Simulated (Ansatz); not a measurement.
Mulliken charges of `[SiH3][AlH][Cl]` from PBE/def2-TZVPP in Ansatz (PBE0-D4/def2-TZVP geometry).

```tsv
atom	x (Å)	y (Å)	z (Å)	charge (e)
Si1	-0.861	0.583	-0.311	-0.025
Al2	1.095	-0.612	0.543	0.471
Cl3	1.783	-2.223	-0.623	-0.231
H4	-2.013	-0.352	-0.455	-0.033
H5	-0.568	1.155	-1.655	-0.033
H6	-1.277	1.696	0.586	-0.037
H7	1.901	-0.314	1.870	-0.111
```

Question: By hand: the dipole of these point charges (1 e Å = 4.8032 D).

Answer: Σ q r = (0.047, 0.156, 0.248) e Å, of length 0.297 e Å = 1.43 D.

Question: How does the dipole of the full density compare? (An estimate is asked.)

Answer: Computed: (-0.091, 0.188, 0.124) e Å, 1.17 D; the point charges give 1.22 times that, at 39° from its direction.

Point charges leave out the atoms' own dipoles, such as those of lone pairs, and Mulliken's split depends on the basis, so the two needn't agree.
